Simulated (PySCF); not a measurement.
Isomers of CH7PSi, one GFN2-xTB conformer each. Single-point energies are computed at PBE0/pcSseg-1 (PySCF, gas phase, no added dispersion term), electronic only.

Question: Rank them by PBE0/pcSseg-1 energy, lowest first (kcal/mol).
A. `[SiH3:1][CH2:2][PH2:3]` with Si1–C2–P3–H 46° and -46°
B. `[CH3:1][SiH2:2][PH2:3]` with C1–Si2–P3–H 77° and 170°

Answer: B (0.0), A (13.6).

GFN2-xTB itself gives, in the same order: 0.0, 4.0. Both levels put the same isomer lowest.

Which frontier levels, dipoles and rotational constants go with these structures?

```json
{"SMILES": "C[SiH2]P", "HOMO (eV, PBE0/pcSseg-1)": "-7.40", "LUMO (eV)": "0.55", "dipole (D)": "1.12", "A, B, C (MHz)": "13563, 3491, 2979"}
{"SMILES": "[SiH3]CP", "HOMO (eV, PBE0/pcSseg-1)": "-7.09", "LUMO (eV)": "0.22", "dipole (D)": "0.86", "A, B, C (MHz)": "19566, 2948, 2741"}
```
